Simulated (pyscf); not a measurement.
Four-centre exchange: AsH₃ (SMILES [AsH3]) + InH₃ (SMILES [InH3]) → AsH₃ (SMILES [AsH3]) + InH₃ (SMILES [InH3])

Gas phase, singlet surface, charge 0. Bonds broken: As1–H6, H2–In5. Bonds formed: As1–H2, In5–H6. PySCF, gas phase, ωB97X-D3(BJ)/def2-SVP geometries. MP2 and CC: frozen core, UHF for open shells. ΔMP2 is the change of the MP2 total energy from the triple- to the quadruple-zeta basis.

Transition state (Å):

```xyz
8

As    -1.7170     0.0854     0.7338
H     -0.2507    -0.9013     0.1297
H     -2.2543    -1.3439     0.5707
H     -2.9272     0.6037    -0.0569
In     0.4521     0.2112    -1.2001
H     -0.9837     1.2214    -0.5549
H      1.8033     0.9202    -0.4433
H      0.0430    -0.4226    -2.7278
```

One imaginary mode, 963i cm⁻¹; descent along it reached the two sides named, in the forms told below.

```json
[
 {"bond": "As1–H6", "change": "breaks", "reactant side (Å)": "1.525", "saddle": "1.868", "product side": "3.8"},
 {"bond": "H2–In5", "change": "breaks", "reactant side (Å)": "1.730", "saddle": "1.871", "product side": "2.539"},
 {"bond": "As1–H2", "change": "forms", "reactant side (Å)": "3.8", "saddle": "1.868", "product side": "1.525"},
 {"bond": "In5–H6", "change": "forms", "reactant side (Å)": "2.513", "saddle": "1.870", "product side": "1.729"}
]
```

Electronic energies relative to the separated reactants (eV):

```json
[
 {"level": "ωB97X-D3(BJ)/def2-TZVP", "barrier": "1.30", "reaction energy": "0.00", "reverse barrier": "1.30"},
 {"level": "PBE/def2-TZVP", "barrier": "1.20", "reaction energy": "0.00", "reverse barrier": "1.20"},
 {"level": "r²SCAN/def2-TZVP", "barrier": "1.27", "reaction energy": "0.00", "reverse barrier": "1.27"},
 {"level": "B3LYP-D3(BJ)/def2-TZVP", "barrier": "1.38", "reaction energy": "0.00", "reverse barrier": "1.38"},
 {"level": "PBE0-D3(BJ)/def2-TZVP", "barrier": "1.27", "reaction energy": "0.00", "reverse barrier": "1.27"},
 {"level": "M06-2X/def2-TZVP", "barrier": "1.34", "reaction energy": "0.00", "reverse barrier": "1.34"},
 {"level": "ωB97M-D3(BJ)/def2-TZVP", "barrier": "1.52", "reaction energy": "0.00", "reverse barrier": "1.52"},
 {"level": "HF/def2-TZVP", "barrier": "2.15", "reaction energy": "0.00", "reverse barrier": "2.15"},
 {"level": "MP2/def2-QZVPP", "barrier": "1.42", "reaction energy": "0.00", "reverse barrier": "1.42"},
 {"level": "CCSD/def2-TZVPP", "barrier": "1.56", "reaction energy": "0.00", "reverse barrier": "1.56"},
 {"level": "CCSD(T)/def2-TZVPP", "barrier": "1.45", "reaction energy": "0.00", "reverse barrier": "1.45"},
 {"level": "CCSD(T)/def2-TZVPP + ΔMP2(QZVPP)", "barrier": "1.42", "reaction energy": "0.00", "reverse barrier": "1.42"}
]
```

With CCSD(T)/def2-TZVPP + ΔMP2(QZVPP) energies and thermal terms (ideal gas, 1 atm, RRHO with modes under 100 cm⁻¹ raised to 100, one conformer, R ln 2 for rigid chiral ones), in eV:

| T (K) | ΔH‡ | ΔG‡ | ΔH | ΔG |
|---|---|---|---|---|
| 298 | 1.43 | 1.85 | 0.00 | 0.00 |
| 600 | 1.44 | 2.27 | 0.00 | 0.00 |
| 900 | 1.47 | 2.67 | 0.00 | 0.00 |
| 1200 | 1.49 | 3.07 | 0.00 | 0.00 |

On the reactant side the descent ends in a complex (not fully relaxed), 0.26 eV under the separated species and 1.56 eV under the saddle at ωB97X-D3(BJ)/def2-TZVP. On the product side the descent ends in a complex (not fully relaxed), 0.22 eV under the separated species and 1.52 eV under the saddle at ωB97X-D3(BJ)/def2-TZVP. At the saddle there is also a short As–In contact that neither side keeps. The same reactants have a lower exit, to H₂As–InH₂ + H₂ (barrier +1.03 eV at ωB97M-D3(BJ), against +1.52 eV here). This is the saddle that the search found; another between the same sides may lie lower. The CCSD(T) − MP2 part came from Ansatz, without density fitting, on the same reference. The frozen core leaves the outer d or s,p core shells of the metals and heavy elements correlated in the MP2 and CC values, and def2-TZVPP describes them poorly, which can shift differences by a few kcal/mol. Elements up to Kr have no core potential and no relativistic terms here. Elements past Kr carry the def2 core potentials, without spin-orbit coupling.
